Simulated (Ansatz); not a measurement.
# SiNHCl (sextet): wave-function methods side by side, cc-pVDZ

Aim: climb from Hartree-Fock through coupled cluster and multireference methods for SiNHCl (sextet) at one geometry and basis, and see what each rung misses.

The runs use Ansatz 0.2.0, Gaussian basis; cc-pVDZ, core rule «outside noble gas», up to 11 orbitals frozen.

The runs, in order: UHF; CCSD(T) on ROHF; CCSD(T) on UHF; BCCD(T) on ROHF; CISD; CCSDT(Q) on ROHF; CCSDT(Q) on UHF; CASSCF and MRCISD+Q, 17 electrons in 13 orbitals; CASSCF and NEVPT2, 17 electrons in 13 orbitals.

3 further runs of the same task are left out: 3 set aside as unsound or not needed.

## Step 1: The system

The geometry is a PBE0/def2-TZVP stationary point (not a proven minimum) of the parent state, kept for this charge and spin.

4 atoms, charge 0, spin multiplicity 6.

Atoms are counted from 1 here; the program's logs count them from 0.

Bond lengths: Cl1–Si2 2.052 Å, Si2–N3 1.827 Å, Si2–H4 1.498 Å. Angles: Cl1–Si2–N3 104.9°, Cl1–Si2–H4 107.1°, N3–Si2–H4 106.6°.

Coordinates:

```xyz
4
ClHNSi
Cl   -0.0355   -0.1775    1.2406
Si    0.1213    0.5932   -0.6551
N    -0.0762   -0.8459   -1.7636
H    -1.0720    1.4709   -0.8748
```

## Step 2: UHF

in.yaml reads:

```yaml
crystal:
  periodic: [false, false, false]
  atoms:
    - {symbol: Cl, position_ang: [-0.035512, -0.177529, 1.240568]}
    - {symbol: Si, position_ang: [0.121303, 0.593199, -0.655087]}
    - {symbol: N, position_ang: [-0.076204, -0.845946, -1.763564]}
    - {symbol: H, position_ang: [-1.071984, 1.470895, -0.874762]}
basis:
  gaussian: {orbitals: cc-pVDZ}
magnetization: {spin_polarized: true, initial_magnetization: 5}
hamiltonian: {xc: hf}
output: {orbitals: {seedname: orbitals}}
```

On the command line:

```bash
ansatz run in.yaml --threads 1 --pin off --events-out ev --progress --plain --max-ram 4096MiB --backend cpu
```

Further steps of the session: CCSD(T) on ROHF; CCSD(T) on UHF; BCCD(T) on ROHF; CISD; CCSDT(Q) on ROHF; CCSDT(Q) on UHF; CASSCF and MRCISD+Q, 17 electrons in 13 orbitals; CASSCF and NEVPT2, 17 electrons in 13 orbitals.

**Question.** What will the summary of the whole plan be? Wanted: UCCSDT(Q) below the RHF energy; RMP2 from UCCSDT(Q); UMP2 from UCCSDT(Q); RCCSD from UCCSDT(Q); RCCSD(T) from UCCSDT(Q); UCCSD(T) from UCCSDT(Q); RCCSDT(Q) from UCCSDT(Q); NEVPT2 valence from UCCSDT(Q); MRCISD+Q valence from UCCSDT(Q).

**Answer**, as computed:

| quantity | value |
| --- | --- |
| UCCSDT(Q) below the RHF energy | -9.3200 eV |
| RMP2 from UCCSDT(Q) | +149.0 kJ/mol |
| UMP2 from UCCSDT(Q) | +145.9 kJ/mol |
| RCCSD from UCCSDT(Q) | +30.6 kJ/mol |
| RCCSD(T) from UCCSDT(Q) | +7.4 kJ/mol |
| UCCSD(T) from UCCSDT(Q) | +7.3 kJ/mol |
| RCCSDT(Q) from UCCSDT(Q) | +0.7 kJ/mol |
| NEVPT2 valence from UCCSDT(Q) | +179.6 kJ/mol |
| MRCISD+Q valence from UCCSDT(Q) | +18.0 kJ/mol |
| levels within 1 kcal/mol (43 meV) | RCCSDT, UCCSDT, RCCSDT(Q) |
| T1 diagnostic | 0.041 |
| effectively unpaired electrons | 5.01 |

RCCSD(T) lands +7.4 kJ/mol from the yardstick (0.8 % of the correlation energy). The occupations are near whole numbers, but T1 = 0.041 shows that the orbitals relax strongly. Of the multireference levels listed MRCISD+Q valence comes nearest in total energy (+18.0 kJ/mol), which doesn't show that its space is the better one. These misses are within one basis, not against nature; the frozen cores of restricted and unrestricted runs differ, which can shift their rows.
